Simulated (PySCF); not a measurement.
# How methods differ on the ionisation energy of He

He 1s2 (1S) → He⁺ 1s1 (2S), as a difference of total energies. Calculation: PySCF 2.14, in pcseg-2 (3s2p1d, 14 functions); no relativity, point nucleus. Correlated levels: valence: nothing frozen. The calculations carry no spin-orbit coupling.

```csv
method,ionisation energy (eV),error (eV)
UHF,23.476,-1.111
PBE,24.480,-0.107
BP86,24.873,+0.286
MP2 (valence),24.370,-0.217
SCS-MP2 (valence),24.549,-0.038
CCSD (valence),24.532,-0.055
```

Reference: 24.587 eV (measured; NIST Atomic Spectra Database, ionization energies).

Errors of the correlated levels include the incompleteness of this basis.

With two correlated electrons CCSD is exact in that space.
